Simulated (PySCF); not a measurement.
# SiS under other conditions

How does SiS answer to another spin, charge, distance or environment?

The runs use PySCF 2.14.0; each script names its method and basis.

1 further run of the same task is left out (it didn't finish).

### 1 Where the work starts

SiS: 2 atoms, charge 0, spin multiplicity 1.

Bond lengths: Si1–S2 1.795 Å.

### 2 Base script

Contents of input.py:

```python
from pyscf import gto, scf, mcscf

mol = gto.M(
    atom='Si 0 0 0; S 0 0 1.795',
    basis='aug-cc-pvdz',
    charge=0,
    spin=0,
    verbose=4,
)
mf = scf.RHF(mol)
mf.kernel()
mc = mcscf.CASCI(mf, 8, 10)
mc.kernel()
mc.analyze()
mf.dip_moment()
print('orbital energies (hartree):', mf.mo_energy[..., max(0, mol.nelec[1]-3):mol.nelec[0]+3].round(4))
```

Run with:

```bash
$ OMP_NUM_THREADS=1 python input.py
```

The log of this run is left out.

Base result: E(SCF) = -686.469443 Eh, 9 cycles, E(CAS) − E(SCF) = -0.00941 Eh, μ = 1.50 D (of the SCF density).

The bond length is a typed value, not an optimised one.

### 3 Bond 2.244 Å

Variant 1 changes bond length: 1.795 Å → 2.244 Å.

Contents of input.py:

```python
from pyscf import gto, scf, mcscf

mol = gto.M(
    atom='Si 0 0 0; S 0 0 2.244',
    basis='aug-cc-pvdz',
    charge=0,
    spin=0,
    verbose=4,
)
mf = scf.RHF(mol)
mf.kernel()
mc = mcscf.CASCI(mf, 8, 10)
mc.kernel()
mc.analyze()
mf.dip_moment()
print('orbital energies (hartree):', mf.mo_energy[..., max(0, mol.nelec[1]-3):mol.nelec[0]+3].round(4))
```

Run with:

```bash
$ OMP_NUM_THREADS=1 python input.py
```

### 4 Bond 1.58 Å

Variant 2 changes bond length: 1.795 Å → 1.58 Å.

Edit input.py of step 2 so:

```diff
@@ -3,3 +3,3 @@
 mol = gto.M(
-    atom='Si 0 0 0; S 0 0 1.795',
+    atom='Si 0 0 0; S 0 0 1.58',
     basis='aug-cc-pvdz',
```

### 5 Quintet

Variant 3 changes spin (2S): 0 → 4; active space: 10 electrons in 8 orbitals → 4 electrons in 5 orbitals.

Edit input.py of step 2 so:

```diff
@@ -6,3 +6,3 @@
     charge=0,
-    spin=0,
+    spin=4,
     verbose=4,
@@ -11,3 +11,3 @@
 mf.kernel()
-mc = mcscf.CASCI(mf, 8, 10)
+mc = mcscf.CASCI(mf, 5, 4)
 mc.kernel()
```

Before running it: what results should come out? Wanted: for each run, E(SCF); from base; gap; SCF dipole; after the SCF.

As calculated:

| run | E(SCF) (hartree) | from base (eV) | cycles | gap (eV) | SCF dipole (D) | after the SCF |
| --- | --- | --- | --- | --- | --- | --- |
| base | -686.469443 | 0 | 9 | 11.26 | 1.50 | CASCI correlation -0.256 eV |
| bond 2.244 Å | -686.443720 | +0.7000 | 10 | 9.15 | 4.10 | CASCI correlation -0.763 eV |
| bond 1.58 Å | -686.345152 | +3.3821 | 8 | 11.25 | 0.38 | CASCI correlation -0.088 eV |
| quintet | -686.259550 | +5.7115 | 11 | n/a | 0.23 | n/a |

In words: The largest comparable shift of the SCF energy, +5.711 eV, comes with the run “quintet”. The quintet solution found lies 5.71 eV above the base singlet at this geometry and level. With bond 2.244 Å the frontier gap moves by over 1.5 eV, which can mean another electronic state rather than the bond length alone.
